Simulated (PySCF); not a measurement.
Mapped SMILES: `[CH3:1][C:2]#[C:3]/[CH:4]=[CH:5]\[CH3:6]` (H(Xn): hydrogen on atom n).

Geometry: GFN2-xTB; GIAO absolute shieldings from PySCF 2.14, gas phase, non-relativistic, averaged over equivalent atoms.

At HCTH407/aug-pcSseg-1 (228 basis functions, about 110 core-seconds):
```
atoms  σ (ppm)
   C5     42.5
   C4     72.1
   C2     86.1
   C3    101.9
   C6    163.9
   C1    177.6
H(C5)    25.50
H(C4)    25.80
H(C1)    29.30
H(C6)    29.51
```

Q: Predict the values at OPBE/def2-TZVP on the same geometry.

A: 
| atoms | σ at OPBE/def2-TZVP | change |
| --- | --- | --- |
| C5 | 51.5 | +9.0 |
| C4 | 79.9 | +7.8 |
| C2 | 93.7 | +7.6 |
| C3 | 108.3 | +6.4 |
| C6 | 170.8 | +6.9 |
| C1 | 183.6 | +6.0 |
| H(C5) | 25.55 | +0.05 |
| H(C4) | 25.95 | +0.15 |
| H(C1) | 29.63 | +0.33 |
| H(C6) | 29.81 | +0.30 |

The largest change is at C5 (alkene CH). Cost: 234 basis functions, about 100 core-seconds. The order of the carbon signals is the same at both levels.
